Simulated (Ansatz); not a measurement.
Wavefunction ladder for AlH₂O, SMILES `[O][AlH2]` radical

Cartesian coordinates in Å:
```
O 0.935 -0.517 1.243
Al -0.050 0.028 -0.067
H 0.673 0.926 -1.144
H -1.558 -0.437 -0.032
```

Charge 0, multiplicity 2. The structure was optimised at the PBE0-D4/def2-TZVP level. Frozen core, unrestricted reference, Ansatz 0.2.0. CBS rows extrapolate triple and quadruple zeta.

```json
{"basis": "def2-SVP", "HF (Eh)": "-317.78435", "MP2 corr.": "-0.20595", "CCSD corr.": "-0.23410", "(T)": "-0.00390", "CCSD(T) total": "-318.02235"}
{"basis": "def2-TZVPP", "HF (Eh)": "-317.96986", "MP2 corr.": "-0.26794", "CCSD corr.": "-0.29570", "(T)": "-0.00799", "CCSD(T) total": "-318.27355"}
{"basis": "def2-QZVPP", "HF (Eh)": "-317.98093", "MP2 corr.": "-0.29152", "CCSD corr.": "-0.31597", "(T)": "-0.00942", "CCSD(T) total": "-318.30632"}
{"basis": "CBS(def2)", "HF (Eh)": "-317.98246", "MP2 corr.": "-0.30898", "CCSD corr.": "-0.33099", "(T)": "-0.01048", "CCSD(T) total": "-318.32393"}
{"basis": "cc-pV(D+d)Z", "HF (Eh)": "-317.93286", "MP2 corr.": "-0.20738", "CCSD corr.": "-0.23624", "(T)": "-0.00403", "CCSD(T) total": "-318.17313"}
{"basis": "cc-pV(T+d)Z", "HF (Eh)": "-317.96998", "MP2 corr.": "-0.26936", "CCSD corr.": "-0.29668", "(T)": "-0.00810", "CCSD(T) total": "-318.27476"}
{"basis": "cc-pV(Q+d)Z", "HF (Eh)": "-317.97946", "MP2 corr.": "-0.29225", "CCSD corr.": "-0.31669", "(T)": "-0.00941", "CCSD(T) total": "-318.30556"}
{"basis": "CBS(cc)", "HF (Eh)": "-317.98232", "MP2 corr.": "-0.30854", "CCSD corr.": "-0.33093", "(T)": "-0.01033", "CCSD(T) total": "-318.32358"}
```
